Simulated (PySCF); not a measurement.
Compound: 2,2,2-trifluoroethylamine, C2H4F3N.
SMILES with atom numbers: `[NH2:1][CH2:2][C:3]([F:4])([F:5])[F:6]` (hydrogens: H7, H8 on N1; H9, H10 on C2)

Theory: core-valence-separated Tamm–Dancoff BHandHLYP/aug-pcX-1 (pcseg-1 on H) in PySCF, non-relativistic, gas phase, PBE0-D3(BJ)/def2-SVP geometry.

Computed nitrogen K-edge spectrum, Gaussian lines of 0.4 eV full width, highest printed point 100; it ends one width below the last computed root. BHandHLYP without relativity tends to put these K edges a few eV too low, so spacings mean more than positions.

photon energy (eV), absorption and a bar:
```
    399.0          1 
    399.1          4 #
    399.2         10 ###
    399.3         22 ######
    399.4         32 #########
    399.5         33 ##########
    399.6         24 #######
    399.7         13 ####
    399.8          5 #
    399.9          1 
    400.0          2 
    400.1          8 ##
    400.2         24 #######
    400.3         55 ################
    400.4         88 ##########################
    400.5        100 ##############################
    400.6         80 ########################
    400.7         45 #############
    400.8         18 #####
    400.9          5 #
    401.0          1 
    401.1          1 
    401.2          4 #
    401.3         10 ###
    401.4         19 ######
    401.5         27 ########
    401.6         31 #########
    401.7         32 #########
    401.8         31 #########
    401.9         26 ########
    402.0         20 ######
    402.1         20 ######
    402.2         35 ##########
    402.3         62 ##################
    402.4         84 #########################
    402.5         89 ###########################
    402.6         81 ########################
    402.7         68 ####################
```

Question: Where are the maxima, and which lines make them up?

Answer: 4 maxima:
- 399.5 eV: N1 (primary amine nitrogen), 399.46 eV, f = 0.012, 100 % of the height at the exact maximum
- 400.5 eV: N1 (primary amine nitrogen), 400.49 eV, f = 0.034, 100 % of the height at the exact maximum
- 401.7 eV: N1 (primary amine nitrogen), 401.84 eV, f = 0.009, 58 % of the height at the exact maximum; N1 (primary amine nitrogen), 401.52 eV, f = 0.008, 42 % of the height at the exact maximum
- 402.5 eV: N1 (primary amine nitrogen), 402.43 eV, f = 0.026, 83 % of the height at the exact maximum; N1 (primary amine nitrogen), 402.72 eV, f = 0.015, 17 % of the height at the exact maximum

Roots within 0.03 eV on the same or equivalent atoms count as one line; shares under 12 % aren't listed.

Vibrational structure and lifetime widths aren't in the curve. The ionisation threshold wasn't computed; near and above it a finite basis only mimics Rydberg series and continuum.

The run took 28 s wall on one thread of an AMD EPYC 7571, on a shared host, and the process peaked at 0.83 GiB of memory.

The values belong to the conformer `[NH2:1][CH2:2][C:3]([F:4])([F:5])[F:6]`: N1–C2–C3–F4 57°, H–N1–C2–C3 170°, H–N1–C2–C3 -70°.
